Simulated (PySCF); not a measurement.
Gas-phase thermal properties of CH₂OH

Computed with PySCF (xtb for GFN2) and rigid-rotor harmonic-oscillator thermochemistry at 1 bar. The comparison is the NASA 1993 polynomial table, which mixes measured and estimated data. 6-31G* has spherical d functions here. Open shells (unrestricted): CH₂OH (multiplicity 2). GFN2 has no spin-polarisation term. B3LYP is the form with VWN-RPA correlation. No R ln 2 is added for the mirror-image form of CH₂OH. The harmonic model lacks anharmonicity and excited electronic states, which grow with temperature; levels with a mode under 35 cm⁻¹ are left out. Internal rotation in CH₂OH is treated as a harmonic vibration of one conformer, which makes the entropy rough. The table's entry may be an old estimate for CH₂OH (not checked at source).

```csv
level,point group,σ,ZPE (kJ/mol),S°298 (J/mol/K),Cp298 (J/mol/K),S°1000 (J/mol/K),H1000 − H298 (kJ/mol)
table,-,-,-,243.9,48.4,318.7,45.4
B3LYP/6-31G*,C1,1,98.5,239.4,45.4,313.8,45.5
GFN2-xTB,C1,1,93.3,241.8,48.4,319.0,47.0
HF/6-31G*,C1,1,105.5,238.8,43.8,310.5,43.9
PBE/def2-SVP,C1,1,95.3,240.5,46.9,316.5,46.4
PBE0/def2-TZVP,C1,1,98.2,240.6,47.0,316.0,46.0
```
σ: rotational symmetry number. Electronic degeneracy used: 2. Frequencies are unscaled.
